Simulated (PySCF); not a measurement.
**Ionisation energy of He by level of theory**

He 1s2 (1S) → He⁺ 1s1 (2S), as a difference of total energies. Computed with PySCF 2.14 in aug-cc-pVTZ (4s3p2d, 23 functions), with no relativity, point nucleus. Correlated levels: valence: nothing frozen. The calculations carry no spin-orbit coupling.

```json
{"method": "UHF", "ionisation energy (eV)": "23.463", "error (eV)": "-1.124"}
{"method": "MP2 (valence)", "ionisation energy (eV)": "24.378", "error (eV)": "-0.209"}
{"method": "SCS-MP2 (valence)", "ionisation energy (eV)": "24.561", "error (eV)": "-0.026"}
{"method": "CCSD (valence)", "ionisation energy (eV)": "24.536", "error (eV)": "-0.051"}
```

Reference: 24.587 eV (measured; NIST Atomic Spectra Database, ionization energies).

Errors of the correlated levels include the incompleteness of this basis.

With two correlated electrons CCSD is exact in that space.
